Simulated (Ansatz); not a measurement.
Relaxation of AlBH6Si (9 atoms, charge 0, multiplicity 1), to a largest force component of 0.02 eV/Å in at most 50 steps.

Method: Ansatz 0.2.0, RKS B3LYP/def2-SVP.

```xyz
9
Properties=species:S:1:pos:R:3
B -1.225 1.114 -1.656
Al 0.037 0.786 -0.013
Si 0.821 -1.216 1.115
H -1.740 0.247 -2.273
H -1.498 2.194 -2.046
H 0.585 2.116 0.651
H 2.154 -1.728 0.714
H -0.058 -2.398 0.918
H 0.924 -1.115 2.590
```

Q: Where does it end, and by what steps?

A: The run converged. After 13 steps the energy has fallen by 0.351 eV; H5 moved furthest, 1.36 Å.

```tsv
step	energy less start (eV)	largest force component (eV/Å)	accepted
0	0.0000	0.724	yes
1	-0.1063	0.302	yes
2	-0.1356	0.062	yes
3	-0.1379	0.032	yes
4	-0.1408	0.080	yes
5	-0.1443	0.134	yes
6	-0.1474	0.500	yes
7	-0.1719	0.524	yes
8	-0.2208	0.517	yes
9	-0.2590	0.465	yes
10	-0.3070	0.202	yes
11	-0.3379	0.084	yes
12	-0.3384	0.144	yes
13	-0.3512	0.010	yes
```

```xyz
9
Properties=species:S:1:pos:R:3
B -1.203 1.052 -1.584
Al 0.260 0.899 -0.066
Si 0.684 -1.217 1.152
H -0.966 0.791 -2.743
H -2.349 1.380 -1.366
H 1.169 2.150 0.331
H 2.029 -1.764 0.780
H -0.320 -2.289 0.864
H 0.696 -1.002 2.634
```

Whether the end is a true minimum wasn't checked by a vibrational analysis.

The run took 29 s on 1 thread of Intel(R) Xeon(R) Platinum 8488C (Sapphire Rapids), with other jobs on the host, peak memory 0.17 GiB.
